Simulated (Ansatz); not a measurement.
# BH2 (quartet): from Hartree-Fock to the top rungs, def2-QZVPP

An exercise on one series of results from a longer session: the logs are not shown, and one member is left open.

Program: Ansatz 0.2.0, Gaussian basis. Level of theory: def2-QZVPP, core rule «outside noble gas», up to 1 orbitals frozen. These are calculated values, not measurements.

To be run: UHF; ROHF; CCSD(T) on UHF.

2 further runs of the same task are left out: 2 set aside as unsound or not needed.

## What is computed

The geometry is a PBE0/def2-TZVP stationary point (not a proven minimum) of the parent state, kept for this charge and spin.

3 atoms, charge 0, spin multiplicity 4.

Atoms are counted from 1 here; the program's logs count them from 0.

Bond lengths: B1–H2 1.191 Å, B1–H3 1.191 Å. Angles: H2–B1–H3 129.4°.

The first run:

File in.yaml:

```yaml
crystal:
  periodic: [false, false, false]
  atoms:
    - {symbol: B, position_ang: [0.000000, -0.080006, 0.000000]}
    - {symbol: H, position_ang: [0.000000, 0.429067, -1.077008]}
    - {symbol: H, position_ang: [0.000000, 0.429067, 1.077008]}
basis:
  gaussian: {orbitals: "def2-QZVPP.json"}
magnetization: {spin_polarized: true, initial_magnetization: 3}
hamiltonian: {xc: hf}
output: {orbitals: {seedname: orbitals}}
```

The run is started by

```
$ ansatz run in.yaml --threads 1 --pin off --events-out ev --progress --plain --max-ram 2393MiB
```

Steps of the session up to this table: UHF; ROHF; CCSD(T) on UHF.

One table of the session follows, with a row left open; its other results are not shown here.

It belongs to the step «Misses and costs». 

| method | from UCCSD(T) (kJ/mol) |
| --- | --- |
| ROHF | ? |
| UHF | +270.1 |
| UMP2 | +56.1 |
| UCCSD | +9.5 |
| UCCSD(T) | 0 |

Estimate the missing values for ROHF.

**Answer.** from UCCSD(T) (kJ/mol): +276.9. In the column «from UCCSD(T) (kJ/mol)» it is the highest.
